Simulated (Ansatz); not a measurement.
# AlH₂ (doublet): the correlation ladder, aug-cc-pVTZ

How much of the correlation energy of AlH₂ (doublet) does each wave-function method recover here?

Computed with Ansatz 0.2.0, Gaussian basis. Level: aug-cc-pVTZ, core rule «outside noble gas», up to 5 orbitals frozen.

To be run: UHF; CCSD(T) on ROHF; CCSD(T) on UHF; BCCD(T) on ROHF; CCSDT(Q) on ROHF; CCSDT(Q) on UHF; CASSCF and NEVPT2, 5 electrons in 6 orbitals.

9 further runs of the same task are left out: 4 that didn't finish, 5 set aside as unsound or not needed.

### Step 1. The geometry

The geometry is a PBE0/def2-TZVPD stationary point (not a proven minimum) of the parent state, kept for this charge and spin.

3 atoms, charge 0, spin multiplicity 2.

Atoms are counted from 1 here; the program's logs count them from 0.

Bond lengths: Al1–H2 1.697 Å, Al1–H3 1.697 Å. Angles: H2–Al1–H3 93.2°.

### Step 2. UHF

in.yaml reads:

```yaml
crystal:
  periodic: [false, false, false]
  atoms:
    - {symbol: Al, position_ang: [0.000000, -0.081048, 0.000000]}
    - {symbol: H, position_ang: [0.000000, 1.084792, -1.232881]}
    - {symbol: H, position_ang: [0.000000, 1.084792, 1.232880]}
basis:
  gaussian: {orbitals: aug-cc-pVTZ}
magnetization: {spin_polarized: true, initial_magnetization: 1}
hamiltonian: {xc: hf}
output: {orbitals: {seedname: orbitals}}
```

Launch:

```console
> ansatz run in.yaml --threads 1 --pin off --events-out ev --progress --plain --max-ram 2393MiB
```

After this run come: CCSD(T) on ROHF; CCSD(T) on UHF; BCCD(T) on ROHF; CCSDT(Q) on ROHF; CCSDT(Q) on UHF; CASSCF and NEVPT2, 5 electrons in 6 orbitals.

**Question.** What will the summary of the whole plan be? Wanted: UCCSDT(Q) below the RHF energy; RMP2 from UCCSDT(Q); UMP2 from UCCSDT(Q); RCCSD from UCCSDT(Q); RCCSD(T) from UCCSDT(Q); UCCSD(T) from UCCSDT(Q); RCCSDT(Q) from UCCSDT(Q); NEVPT2 valence from UCCSDT(Q); T1 diagnostic.

**Answer**, as computed:

| quantity | value |
| --- | --- |
| UCCSDT(Q) below the RHF energy | -2.5585 eV |
| RMP2 from UCCSDT(Q) | +14.11 kcal/mol |
| UMP2 from UCCSDT(Q) | +13.95 kcal/mol |
| RCCSD from UCCSDT(Q) | +1.67 kcal/mol |
| RCCSD(T) from UCCSDT(Q) | +0.44 kcal/mol |
| UCCSD(T) from UCCSDT(Q) | +0.42 kcal/mol |
| RCCSDT(Q) from UCCSDT(Q) | +0.02 kcal/mol |
| NEVPT2 valence from UCCSDT(Q) | +11.42 kcal/mol |
| levels within 1 kcal/mol (43 meV) | RCCSD(T), UCCSD(T), BCCD(T), RCCSDT, UCCSDT, RCCSDT(Q) |
| T1 diagnostic | 0.026 |
| effectively unpaired electrons | 1.02 |

RCCSD(T) lands +0.44 kcal/mol from the yardstick (0.8 % of the correlation energy). One determinant dominates. These misses are within one basis, not against nature; the frozen cores of restricted and unrestricted runs differ, which can shift their rows.
